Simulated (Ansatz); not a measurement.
Species: C2H4S, charge 0, singlet. C2H4S (SMILES C1CS1).
B3LYP-D3(BJ)/def2-TZVP minimum from Ansatz (a first-principles code):
```
C
H 1 1.0824
H 1 1.0824 2 114.91
C 1 1.4789 2 118.24 3 147.30
H 4 1.0824 1 118.24 2 0.00
H 4 1.0824 5 114.91 1 147.30
S 1 1.8219 2 115.22 3 -137.55
```

Wanted: atomisation energy (electronic, to ground-state atoms), in kcal/mol. Radicals and triplets start from unrestricted determinants; spin-orbit coupling is neglected. CBS(X,Y): correlation extrapolated as X^-3, Hartree-Fock from the larger set (Q,5: extrapolated as (X+1)exp(-9√X)). A bracket is a step between two methods taken in the basis named. The functionals are non-relativistic, so their misses hold any scalar relativity. Double hybrids freeze cores in their MP2 part. 'core' is core correlation in cc-pwCVTZ (1s frozen past Ne), 'X2C' scalar relativity in cc-pVTZ-DK, both at CCSD(T). For partners of very few electrons the exact lower level stands in for a higher one.

CCSD(T)/CBS(cc-pV(Q+d)Z,cc-pV(5+d)Z) + [CCSDT(Q) - CCSD(T)]/cc-pV(D+d)Z + core + X2C (Ansatz) gives 626.9 kcal/mol.

Question: How far off this value is PBE/def2-TZVPD (Ansatz), in which direction, and which of these levels come nearer: r2SCAN/def2-TZVPD, PBE0/def2-TZVPD, B2PLYP/def2-TZVPD, CCSD(T)/CBS(cc-pV(Q+d)Z,cc-pV(5+d)Z) + core + X2C?

Answer: PBE gives 639.6 kcal/mol, 12.7 kcal/mol above it. Differences of the others: r2SCAN/def2-TZVPD (Ansatz) 0.5; PBE0/def2-TZVPD (Ansatz) 2.5; B2PLYP/def2-TZVPD (Ansatz) -10.9; CCSD(T)/CBS(cc-pV(Q+d)Z,cc-pV(5+d)Z) + core + X2C (Ansatz) -0.5 kcal/mol. Nearer than PBE: r2SCAN/def2-TZVPD, PBE0/def2-TZVPD, B2PLYP/def2-TZVPD, CCSD(T)/CBS(cc-pV(Q+d)Z,cc-pV(5+d)Z) + core + X2C.
